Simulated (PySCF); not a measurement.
# C₂H₄NO radical: open-shell or spin-flip excitations

Aim: compute the open-shell or spin-flip excitations of C₂H₄NO radical (`C=CN[O]`).

Programs: PySCF 2.14.0, with routines of our own; each step states its level. All values are computed. Atoms count from 0.

## 1. The starting structure

8 atoms, charge 0, multiplicity 2; geometry from: GFN2-xTB.

## 2. Open-shell or spin-flip excitations: unrestricted TDDFT B3LYP/def2-SVPD

What the job is given:

```
{"job": {"kind": "uabs", "xc": "B3LYP", "basis": "def2-SVPD", "nstates": 10, "tda": false}, "charge": 0, "multiplicity": 2}
C     -1.214117    -0.078113    -0.082697
C      0.062169    -0.453208     0.122091
N      1.103676     0.392905    -0.014726
O      2.319425     0.092018     0.164734
H     -1.466292     0.928026    -0.370108
H     -2.021299    -0.774085     0.034761
H      0.334527    -1.458596     0.410019
H      0.890969     1.360465    -0.288637
```

Level: unrestricted TDDFT B3LYP/def2-SVPD, vertical, gas phase, core orbitals frozen in the response.

Command:

```console
$ OMP_NUM_THREADS=1 python excited_run.py task.json out
```

One launch serves the whole session: the jobs run in the order shown.

The program printed:

```text
coarse grid: 6800 points
cycle   1  E = -208.1892259119  dE =  6.136e-01  |g| = 5.463e-01  |ddm| = 2.880e+00
cycle   2  E = -207.6513534884  dE =  5.379e-01  |g| = 1.271e+00  |ddm| = 2.860e+00
cycle   3  E = -208.3070142062  dE = -6.557e-01  |g| = 1.503e-01  |ddm| = 2.390e+00
cycle   4  E = -208.3139672902  dE = -6.953e-03  |g| = 1.130e-01  |ddm| = 2.741e-01
cycle   5  E = -208.3204240522  dE = -6.457e-03  |g| = 3.143e-02  |ddm| = 1.350e-01
cycle   6  E = -208.3208788614  dE = -4.548e-04  |g| = 1.376e-02  |ddm| = 3.900e-02
cycle   7  E = -208.3209915297  dE = -1.127e-04  |g| = 5.599e-03  |ddm| = 2.376e-02
cycle   8  E = -208.3210100122  dE = -1.848e-05  |g| = 2.196e-03  |ddm| = 1.095e-02
cycle   9  E = -208.3210123771  dE = -2.365e-06  |g| = 1.724e-04  |ddm| = 3.061e-03
final grid: 66104 points
cycle  10  E = -208.3596734497  dE = -2.455e-05  |g| = 2.837e-03  |ddm| = 5.143e-02
cycle  11  E = -208.3596677815  dE =  5.668e-06  |g| = 4.874e-03  |ddm| = 7.328e-03
cycle  12  E = -208.3596772105  dE = -9.429e-06  |g| = 9.124e-04  |ddm| = 4.854e-03
cycle  13  E = -208.3596775878  dE = -3.774e-07  |g| = 2.001e-04  |ddm| = 1.000e-03
cycle  14  E = -208.3596776120  dE = -2.419e-08  |g| = 1.398e-04  |ddm| = 3.785e-04
cycle  15  E = -208.3596776241  dE = -1.212e-08  |g| = 7.848e-05  |ddm| = 2.276e-04
cycle  16  E = -208.3596776303  dE = -6.122e-09  |g| = 1.544e-05  |ddm| = 2.288e-04
cycle  17  E = -208.3596776307  dE = -4.613e-10  |g| = 1.161e-05  |ddm| = 6.616e-05
converged SCF energy = -208.3596776307

Static polarisability (au): isotropic 44.621, principal 26.704 35.636 71.524

<S^2> of the reference = 0.7704 (exact 0.7500)

Excitations
state   eV       nm        f      <S^2>   main configurations
  1   2.6558    466.8   0.00002   0.775   Hb->Lb 0.97
  2   3.5200    352.2   0.02134   0.982   H-1b->Lb 0.61, Ha->La 0.35
  3   5.0677    244.7   0.00151   0.820   Ha->L+1a 0.97
  4   5.0810    244.0   0.31978   0.885   Ha->La 0.54, H-1b->Lb 0.35
  5   5.8049    213.6   0.00813   0.838   Ha->L+2a 0.97
  6   5.9803    207.3   0.01277   2.331   H-1b->L+1b 0.53, H-2a->La 0.35, Ha->La 0.08
  7   6.3387    195.6   0.00007   0.827   Ha->L+3a 0.97
  8   6.5715    188.7   0.00001   2.552   H-1a->La 0.79, Hb->L+1b 0.20
  9   6.7090    184.8   0.00002   0.948   Hb->L+1b 0.77, H-1a->La 0.21
 10   6.9241    179.1   0.00848   2.391   Hb->L+2b 0.79, H-1a->L+1a 0.10
```

Run time: 15 s. Hardware: 1 thread of Arm Neoverse V1, shared host; peak memory 0.47 GiB.

From this job:

```csv
quantity,value
⟨S²⟩,0.770
```

Löwdin spin populations:

```csv
atom,value (e)
C0,0.26
C1,-0.06
N2,0.28
O3,0.49
H4,0.02
H5,0.02
H6,-0.01
H7,0.00
```

With diffuse functions Löwdin's scheme smears the spin, so small populations can have the wrong sign.

## 3. What came out

```
                                                                                          quantity                        value
lowest and brightest state of nearly pure spin, of 10 (step 2, unrestricted TDDFT B3LYP/def2-SVPD)  2.66 eV; 5.08 eV, f = 0.320
```

States whose ⟨S²⟩ lies well above the reference's are mixtures of spin states, an artefact of the unrestricted response, and are left out of the summary.
